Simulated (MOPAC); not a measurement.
MOPAC input (AM1):

```
AM1 1SCF GEO-OK AUX(PRECISION=9) THREADS=1
C2H6

C     0.00197600 1   -0.00690500 1    0.76306900 1
C    -0.00197600 1    0.00690500 1   -0.76306900 1
H     0.00893200 1    1.00657800 1    1.16924400 1
H    -0.88080600 1   -0.51392200 1    1.15779000 1
H     0.88088700 1   -0.52414700 1    1.15313500 1
H    -0.00893200 1   -1.00657800 1   -1.16924400 1
H    -0.88088700 1    0.52414700 1   -1.15313500 1
H     0.88080600 1    0.51392200 1   -1.15779000 1
```

Output:

```
 *******************************************************************************
 **                                                                           **
 **                              MOPAC v23.2.5                                **
 **                                                                           **
 *******************************************************************************
 ** MOPAC's Digital Object Identifier: https://doi.org/10.5281/zenodo.6511958 **
 **                                                                           **
 ** Please cite the open-source release paper for use of this MOPAC version:  **
 ** J. E. Moussa and J. J. P. Stewart (2026)                                  **
 ** MOPAC: An open-source semiempirical molecular orbital program             **
 ** J. Open Source Softw., 11(119), 8025, https://doi.org/10.21105/joss.08025 **
 *******************************************************************************

                              AM1 CALCULATION RESULTS

 *******************************************************************************
 *  AM1        - The AM1 Hamiltonian to be used
 *  GEO-OK     - OVERRIDE INTERATOMIC DISTANCE AND OTHER SAFETY CHECKS
 *  1SCF       - DO 1 SCF AND THEN STOP
 *  AUX        - OUTPUT AUXILIARY INFORMATION
 *******************************************************************************
AM1 1SCF GEO-OK AUX(PRECISION=9) THREADS=1
 C2H6

   ATOM   CHEMICAL          X               Y               Z
  NUMBER   SYMBOL      (ANGSTROMS)     (ANGSTROMS)     (ANGSTROMS)

     1       C          0.00197600  *  -0.00690500  *   0.76306900  *
     2       C         -0.00197600  *   0.00690500  *  -0.76306900  *
     3       H          0.00893200  *   1.00657800  *   1.16924400  *
     4       H         -0.88080600  *  -0.51392200  *   1.15779000  *
     5       H          0.88088700  *  -0.52414700  *   1.15313500  *
     6       H         -0.00893200  *  -1.00657800  *  -1.16924400  *
     7       H         -0.88088700  *   0.52414700  *  -1.15313500  *
     8       H          0.88080600  *   0.51392200  *  -1.15779000  *

          CARTESIAN COORDINATES

    NO.       ATOM           X           Y           Z

     1         C          0.0020     -0.0069      0.7631
     2         C         -0.0020      0.0069     -0.7631
     3         H          0.0089      1.0066      1.1692
     4         H         -0.8808     -0.5139      1.1578
     5         H          0.8809     -0.5241      1.1531
     6         H         -0.0089     -1.0066     -1.1692
     7         H         -0.8809      0.5241     -1.1531
     8         H          0.8808      0.5139     -1.1578

  H: (AM1): M.J.S. DEWAR ET AL, J. AM. CHEM. SOC. 107 3902-3909 (1985)
  C: (AM1): M.J.S. DEWAR ET AL, J. AM. CHEM. SOC. 107 3902-3909 (1985)

           Empirical Formula: C2 H6  =     8 atoms

      MOLECULAR POINT GROUP   :   D3d

      RHF CALCULATION, NO. OF DOUBLY OCCUPIED LEVELS = 7

 -------------------------------------------------------------------------------
 AM1 1SCF GEO-OK AUX(PRECISION=9) THREADS=1
 C2H6

     1SCF WAS SPECIFIED, SO BFGS WAS NOT USED
     SCF FIELD WAS ACHIEVED

                              AM1 CALCULATION
                                                       MOPAC v23.2.5 Linux

          FINAL HEAT OF FORMATION =        -15.43235 KCAL/MOL =     -64.56894 KJ/MOL

          COSMO AREA              =         75.78 SQUARE ANGSTROMS
          COSMO VOLUME            =         57.31 CUBIC ANGSTROMS

          IONIZATION POTENTIAL    =         11.930829 EV
          HOMO LUMO ENERGIES (EV) =        -11.931  4.241
          NO. OF FILLED LEVELS    =          7
          MOLECULAR WEIGHT        =         30.0694         POINT GROUP:  D3d

          MOLECULAR DIMENSIONS (Angstroms)

            Atom       Atom       Distance
            H     8    H     4     3.08572
            H     7    H     5     2.89275
            H     6    H     3     2.79466

          SCF CALCULATIONS        =          1

   ATOM   CHEMICAL          X               Y               Z
  NUMBER   SYMBOL      (ANGSTROMS)     (ANGSTROMS)     (ANGSTROMS)

     1       C          0.00197600  *  -0.00690500  *   0.76306900  *
     2       C         -0.00197600  *   0.00690500  *  -0.76306900  *
     3       H          0.00893200  *   1.00657800  *   1.16924400  *
     4       H         -0.88080600  *  -0.51392200  *   1.15779000  *
     5       H          0.88088700  *  -0.52414700  *   1.15313500  *
     6       H         -0.00893200  *  -1.00657800  *  -1.16924400  *
     7       H         -0.88088700  *   0.52414700  *  -1.15313500  *
     8       H          0.88080600  *   0.51392200  *  -1.15779000  *

                             CARTESIAN COORDINATES

   1    C        0.001976000    -0.006905000     0.763069000
   2    C       -0.001976000     0.006905000    -0.763069000
   3    H        0.008932000     1.006578000     1.169244000
   4    H       -0.880806000    -0.513922000     1.157790000
   5    H        0.880887000    -0.524147000     1.153135000
   6    H       -0.008932000    -1.006578000    -1.169244000
   7    H       -0.880887000     0.524147000    -1.153135000
   8    H        0.880806000     0.513922000    -1.157790000

           Empirical Formula: C2 H6  =     8 atoms

      MOLECULAR POINT GROUP   :   D3d

                  EIGENVALUES
 -33.29425 -24.12057 -14.89534 -14.89533 -13.18104 -11.93083 -11.93083   4.24145
   4.24146   4.59142   5.07605   5.10974   5.10975   5.44908

              NET ATOMIC CHARGES AND DIPOLE CONTRIBUTIONS

  ATOM NO.   TYPE          CHARGE      No. of ELECS.   s-Pop       p-Pop
    1          C          -0.207841        4.2078     1.21457     2.99328
    2          C          -0.207841        4.2078     1.21457     2.99328
    3          H           0.069280        0.9307     0.93072
    4          H           0.069280        0.9307     0.93072
    5          H           0.069280        0.9307     0.93072
    6          H           0.069280        0.9307     0.93072
    7          H           0.069280        0.9307     0.93072
    8          H           0.069280        0.9307     0.93072
 DIPOLE           X         Y         Z       TOTAL
 POINT-CHG.     0.000     0.000    -0.000     0.000
 HYBRID        -0.000    -0.000     0.000     0.000
 SUM            0.000     0.000    -0.000     0.000

          ATOMIC ORBITAL ELECTRON POPULATIONS

     Atom    s        px        py        pz
    1  C   1.21457   1.01848   1.01847   0.95633
    2  C   1.21457   1.01848   1.01847   0.95633
    3  H   0.93072
    4  H   0.93072
    5  H   0.93072
    6  H   0.93072
    7  H   0.93072
    8  H   0.93072

 **********************
 *                    *
 * JOB ENDED NORMALLY *
 *                    *
 **********************

 == MOPAC DONE ==
```

The geometry given is a B3LYP-D3(BJ)/def2-TZVP minimum.
